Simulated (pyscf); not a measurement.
One four-centre exchange on the singlet surface with elements of a group swapped. ωB97M-D3(BJ)/def2-TZVP, kcal/mol, from the separated reactants. PySCF, gas phase, ωB97X-D3(BJ)/def2-SVP geometries.

```csv
step,barrier,reaction energy,imaginary mode (i cm⁻¹)
HO–As(OH)–O–SiH₃ + H₂ → HO–As(OH)–OH + SiH₄,…,…,1276
HO–P(OH)–O–SiH₃ + H₂ -> HO–P(OH)–OH + SiH₄,57.1,+17.2,1323
```

Task: What belongs in the gaps?

Result: 
- HO–As(OH)–O–SiH₃ + H₂ → HO–As(OH)–OH + SiH₄, barrier: 52.3
- HO–As(OH)–O–SiH₃ + H₂ → HO–As(OH)–OH + SiH₄, reaction energy: +17.4

Each row is the saddle that its search found. Elements up to Kr have no core potential and no relativistic terms here.
